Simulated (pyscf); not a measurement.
Structures and frequencies: ωB97X-D3(BJ)/def2-SVP in PySCF.

Task: Estimate by transition-state theory the rate constant of `[CH4]` + `[NH2][Zn]` [doublet] -> `[CH3][Zn]` [doublet] + `[NH3]` (doublet surface; C–H, N–Zn broken, C–Zn, H–N formed) at 600 K, with ωB97M-D3(BJ)/def2-TZVP energies (ideal gas, 1 atm, RRHO with modes under 100 cm⁻¹ raised to 100, one conformer, R ln 2 for chiral ones without a mode under 150 cm⁻¹; no tunnelling).

Result: The electronic barrier is 33.3 kcal/mol and the thermal terms add +15.7, so ΔG‡ = 49.0 kcal/mol. With k_BT/h = 1.25e+13 s⁻¹ and RT = 1.192 kcal/mol, and a volume of 8.18e-20 cm³ per molecule at 1 atm, k = 1.4e-24 cm³ molecule⁻¹ s⁻¹. Wigner's tunnelling factor for 1649i cm⁻¹ would be 1.65, likely too low at so high a frequency. A shift of 1 kcal/mol in the barrier changes k by a factor 2.3. On the product side the descent ends in an adduct with a N–Zn contact, 8.6 kcal/mol under the separated species and 34.1 kcal/mol under the saddle at ωB97X-D3(BJ)/def2-TZVP. What is counted as broken (N–Zn) persists as a longer contact in the product adduct; parting that adduct is a step of its own. This is the saddle that the search found; another between the same sides may lie lower. Elements up to Kr have no core potential and no relativistic terms here.
